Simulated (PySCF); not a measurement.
# Computed spin Hamiltonian

Compound: C₅H₁₀N (doublet state).
Structure used (GFN2-xTB), in Å, numbered top down from 1:
```
atom  x, y, z in Å
C1     2.534    0.261    0.236
N2     1.515   -0.599    0.671
C3     0.377   -0.741   -0.140
C4    -0.886   -0.437    0.658
C5    -2.178   -0.215   -0.061
C6    -1.480    0.935    0.604
H7     3.502   -0.202    0.451
H8     2.501    1.182    0.836
H9     2.475    0.545   -0.826
H10    0.401   -0.129   -1.060
H11    0.316   -1.802   -0.438
H12   -0.910   -0.959    1.605
H13   -2.174   -0.253   -1.140
H14   -3.086   -0.596    0.382
H15   -1.009    1.672   -0.028
H16   -1.906    1.349    1.505
```

The hyperfine couplings belong to this conformer and change with its torsions.

As a line formula: `C[N]CC1CC1` [radical].

Computed, not measured: UKS B3LYP, pcH-1 on C H N, non-relativistic, mean-field spin-orbit, GIAO (PySCF 2.14.0). Isolated species at its GFN2-xTB geometry (one conformer only). GFN2-xTB frequencies show an imaginary mode (25i cm⁻¹), so this geometry is no minimum at that level. A GFN2-xTB geometry isn't a minimum of the functional, and hyperfine couplings can be far from their values at a DFT geometry. No stability test was run, so a lower SCF solution isn't excluded.

```
g1, g2, g3                      : 2.00210, 2.00389, 2.00711
g_iso                           : 2.00437
Form of g                       : rhombic: the two nearest values differ by 36 % of g3 − g1
⟨S²⟩                            : 0.7539 (exact 0.7500)
α and β electrons               : 24, 23
HOMO–LUMO gap, α and β orbitals : 7.73, 4.61 eV
Total energy                    : -251.22647 Eh
```

Hyperfine couplings atom by atom, in MHz; T1 to T3 are the principal values of the dipolar part:

| atom | isotope | a_iso | T1 | T2 | T3 | Mulliken spin population |
| --- | --- | --- | --- | --- | --- | --- |
| C1 | 13C | -36.1 | -4.3 | 0.1 | 4.2 | -0.07 |
| N2 | 14N | 35.5 | -42.6 | -42.3 | 84.9 | 0.90 |
| C3 | 13C | -33.8 | -4.0 | -0.3 | 4.2 | -0.06 |
| C4 | 13C | 61.4 | -5.1 | -4.6 | 9.7 | 0.04 |
| C5 | 13C | 1.8 | -1.0 | -0.8 | 1.9 | 0.01 |
| C6 | 13C | -1.8 | -0.5 | -0.3 | 0.8 | 0.00 |
| H7 | 1H | 90.1 | -6.2 | -4.8 | 11.0 | 0.04 |
| H8 | 1H | 181.4 | -6.9 | -3.5 | 10.4 | 0.08 |
| H9 | 1H | 12.2 | -4.9 | -4.7 | 9.7 | 0.00 |
| H10 | 1H | 2.3 | -5.0 | -4.7 | 9.7 | 0.00 |
| H11 | 1H | 145.4 | -6.8 | -4.2 | 11.0 | 0.07 |
| H12 | 1H | -3.0 | -4.7 | -2.8 | 7.5 | 0.00 |
| H13 | 1H | 0.4 | -1.3 | -1.1 | 2.4 | 0.00 |
| H14 | 1H | 2.8 | -1.1 | -0.7 | 1.9 | 0.00 |
| H15 | 1H | 2.8 | -2.0 | -1.5 | 3.5 | 0.00 |
| H16 | 1H | 1.6 | -1.3 | -1.0 | 2.3 | 0.00 |

The largest Mulliken spin populations are on N2 (+0.90), H8 (+0.08), C1 (-0.07) and H11 (+0.07). N2 is the only atom above +0.15. The positive populations add up to 1.14 and the negative ones to -0.14, together 2S = 1.

Under fast tumbling the dipolar parts average out, and these isotropic splittings remain: 3 × 1H (H7/H8/H9, I = 1/2, 4 lines) with 3.37 mT, 2 × 1H (H10/H11, I = 1/2, 3 lines) with 2.63 mT, 1 × 14N (N2, I = 1, 3 lines) with 1.27 mT, 1 × 1H (H12, I = 1/2, 2 lines) with 0.11 mT, 2 × 1H (H14/H16, I = 1/2, 3 lines) with 0.08 mT and 2 × 1H (H13/H15, I = 1/2, 3 lines) with 0.06 mT.

Nuclei that the bonding pattern makes equivalent are averaged, as if the motion that swaps them (rotation, inversion, ring flip) were fast. The three 1H nuclei of mean +94.6 MHz run from 12.2 to 181.4 MHz in the frozen geometry. The 1H value of +73.8 MHz is a mean of couplings from 2.3 to 145.4 MHz in this one geometry, not an average over conformers.

The 13C coupling of C4 (61.4 MHz) shows only in satellite lines or after enrichment, since that isotope makes up about 1.07 % of natural carbon.

β density exceeds α density at some nuclei, such as C1 (-0.0322) and C3 (-0.0301), spin density in bohr⁻³. In a single determinant that takes different orbitals for the two spins, that is spin polarisation.

The run took 45 s wall (grids of density and orbitals included) on an Arm Neoverse V2 with one thread (shared host), and the process peaked at 0.92 GiB of memory.
